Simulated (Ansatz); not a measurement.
How far each method lies from UCCSDT(Q) for [GeH3···H···H], doublet

Geometry: a point of a hydrogen-transfer path between rigid fragments, not a stationary point.

```yaml
atoms:
  - { symbol: Ge, position_ang: [-0.0323, 0.0000, 0.0000] }
  - { symbol: H, position_ang: [-0.5437, 1.4466, 0.0000] }
  - { symbol: H, position_ang: [-0.5437, -0.7233, 1.2528] }
  - { symbol: H, position_ang: [-0.5437, -0.7233, -1.2528] }
  - { symbol: H, position_ang: [1.3947, 0.0000, 0.0000] }
  - { symbol: H, position_ang: [2.5627, 0.0000, 0.0000] }
```

Basis cc-pVDZ; Ansatz 0.2.0. Only valence electrons are correlated (noble-gas cores and the filled d shells of p-block atoms frozen), which leaves 9 electrons in 38 orbitals. Prefix R: restricted or restricted open-shell reference; prefix U: unrestricted. Active spaces: pair = (3e, 3o) about the gap; valence = (9e, 9o) chosen from the atoms' valence shells. No spin–orbit coupling is included, and no scalar relativity.

Full CI isn't at hand for all of this; UCCSDT(Q) serves as the reference, and is uncertain by about the last step of the cluster series. The frozen core follows each run's orbitals, which can shift R against U totals by a few meV for light atoms and by up to 0.1 eV past Ca.

```
UHF ⟨S²⟩                          : 0.759
T1 diagnostic (RCCSD)             : 0.0202
largest doubles amplitude (RCCSD) : 0.035
T1 diagnostic (UCCSD)             : 0.0128
```

```
   level  E − E(UCCSDT(Q)) (kJ/mol)  share of correlation (%)  wall time
     UHF                      406.0                      1.90          –
    UMP2                       92.6                     77.63          –
   UCCSD                        8.9                     97.85          –
UCCSD(T)                        1.9                     99.55      3.2 s
  UCCSDT                        0.2                     99.95          –
```

The correlation energy at UCCSDT(Q), counted from RHF, is -4.289 eV. That run took 14 s on 1 thread of Intel Xeon Platinum 8375C, shared host.

Run but not shown, since their state or frozen core can't be matched to the reference's or they repeat it: RHF, RMP2, CISD, RCCSD, RCCSD(T), BCCD(T), RCCSDT, RCCSDT(Q), CASSCF (pair space), NEVPT2 (pair space), MRCISD (pair space), MRCISD+Q (pair space), CASSCF (valence space), NEVPT2 (valence space), NEVPT4(SD) (valence space), MRCISD (valence space), MRCISD+Q (valence space).

Times hold each run's SCF and search for its determinant on a shared host, so for small cases they say little of a method's own cost; they ran on 1 thread of Intel Xeon Platinum 8375C.

Natural occupations of CASSCF (valence space) about the gap: 1.987 1.977 1.974 1.974 1.000 0.030 0.020 0.020 0.018; effectively unpaired electrons, Σ n²(2−n)², 1.02.
